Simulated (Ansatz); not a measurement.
Ideal-gas functions of C2H4N2S (`NC(N)=C=S`) at 800 K and 1 bar, from an Ansatz frequency run at PBE0-D4/def2-TZVP.

Molar mass 88.14 g/mol, point group C2 (symmetry number 2), electronic degeneracy 1, moments of inertia 51.117, 229.744, 278.199 u Å². Harmonic wavenumbers (cm⁻¹, unscaled): 142, 212, 289, 307, 428, 492, 622, 696, 769, 775, 1054, 1181, 1294, 1343, 1625, 1630, 1889, 3515, 3517, 3646, 3647.

Use S(trans) = R[1.5 ln M + 2.5 ln T − 1.1517]; rotational temperatures θ = 24.2544 K / I; S(rot) = R[ln(√π/σ · √(T³/θAθBθC)) + 1.5]; for each mode x = 1.438777 ν̃/T, S = R[x/(eˣ − 1) − ln(1 − e⁻ˣ)] and H = RT x/(eˣ − 1); 1 cm⁻¹ = 0.0119627 kJ/mol; R = 8.31446 J/(mol·K).

Question: By hand: the entropy, in J/(mol·K).

Answer: Translation 185.2. Rotation: θ = 0.4745, 0.1056, 0.0872 K, giving 117.4. Vibration, mode by mode: 19.69, 16.38, 13.85, 13.36, 10.69, 9.60, 7.80, 6.97, 6.25, 6.20, 4.14, 3.46, 2.95, 2.75, 1.84, 1.83, 1.26, 0.11, 0.11, 0.09, 0.09, in all 129.4. Electronic 0.0. Sum 432.0 J/(mol·K).

Question: By hand: H − E and G − E in kJ/mol, counted from the electronic energy.

Answer: Zero-point energy ½ × 29073 × 0.0119627 = 173.9; thermal vibration 53.7; translation, rotation and pV give 4 RT = 26.6. H − E = 254.2 kJ/mol, and G − E = 254.2 − 800 × 432.0/1000 = -91.4 kJ/mol.

Vibration gives 30 % of the entropy, 19.7 J/(mol·K) of it from the mode under 150 cm⁻¹: soft modes count most, and the harmonic formula is weakest for them. The sum counts one conformer and one mirror image; others add a mixing term.
